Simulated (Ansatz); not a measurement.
Process, species as SMILES: CCl (CH3-Cl) → Cl[CH2-] + H+
B3LYP-D3(BJ)/def2-TZVP geometries, fixed; electronic energies without zero-point terms.

Basis-set convergence of the deprotonation energy at B3LYP with Ansatz (a first-principles code). Cartesian d functions, on some or all atoms, in 6-31G*, 6-31+G*, 6-311G**, 6-311+G**; all else is spherical. The program fits the integrals of some runs and decomposes those of others, by size. No added dispersion term, no relativity. Functions are those of the species that has most. Reference: the value in aug-pcseg-3, 404.30 kcal/mol, itself unsure by roughly 0.24 kcal/mol (its mean distance from aug-cc-pV(Q+d)Z, def2-QZVPPD). Deviations are taken from unrounded values.

```tsv
basis	functions	deprotonation energy (kcal/mol)
6-31G*	40	420.48
6-31+G*	48	404.91
def2-SVP	47	418.77
def2-SVPD	71	404.22
pcseg-1	47	408.49
aug-pcseg-1	77	401.23
cc-pV(D+d)Z	52	414.76
aug-cc-pV(D+d)Z	82	401.38
6-311G**	63	409.99
6-311+G**	71	403.94
def2-TZVP	86	408.20
def2-TZVPD	110	404.65
pcseg-2	106	407.14
aug-pcseg-2	165	404.17
cc-pV(T+d)Z	111	409.92
aug-cc-pV(T+d)Z	170	403.91
def2-TZVPP	115	408.42
def2-TZVPPD	139	404.92
cc-pV(Q+d)Z	209	407.50
aug-cc-pV(Q+d)Z	307	404.27
def2-QZVPP	217	405.87
def2-QZVPPD	241	404.74
pcseg-3	223	404.95
aug-pcseg-3	321	404.30
```

What the diffuse functions change, pair by pair:
- 6-31G* to 6-31+G*: 8 more functions, deviation 16.17 to 0.61 kcal/mol
- def2-SVP to def2-SVPD: 24 more functions, deviation 14.47 to -0.08 kcal/mol
- pcseg-1 to aug-pcseg-1: 30 more functions, deviation 4.19 to -3.07 kcal/mol
- cc-pV(D+d)Z to aug-cc-pV(D+d)Z: 30 more functions, deviation 10.46 to -2.92 kcal/mol
- 6-311G** to 6-311+G**: 8 more functions, deviation 5.68 to -0.36 kcal/mol
- def2-TZVP to def2-TZVPD: 24 more functions, deviation 3.90 to 0.35 kcal/mol
- pcseg-2 to aug-pcseg-2: 59 more functions, deviation 2.84 to -0.13 kcal/mol
- cc-pV(T+d)Z to aug-cc-pV(T+d)Z: 59 more functions, deviation 5.62 to -0.39 kcal/mol
- def2-TZVPP to def2-TZVPPD: 24 more functions, deviation 4.12 to 0.62 kcal/mol
- cc-pV(Q+d)Z to aug-cc-pV(Q+d)Z: 98 more functions, deviation 3.19 to -0.04 kcal/mol
- def2-QZVPP to def2-QZVPPD: 24 more functions, deviation 1.57 to 0.43 kcal/mol
- pcseg-3 to aug-pcseg-3: 98 more functions, deviation 0.65 to 0.00 kcal/mol

Leaving out the reference's own pair, they bring the value nearer the reference by more than 0.24 kcal/mol in 11 of 11 pairs.
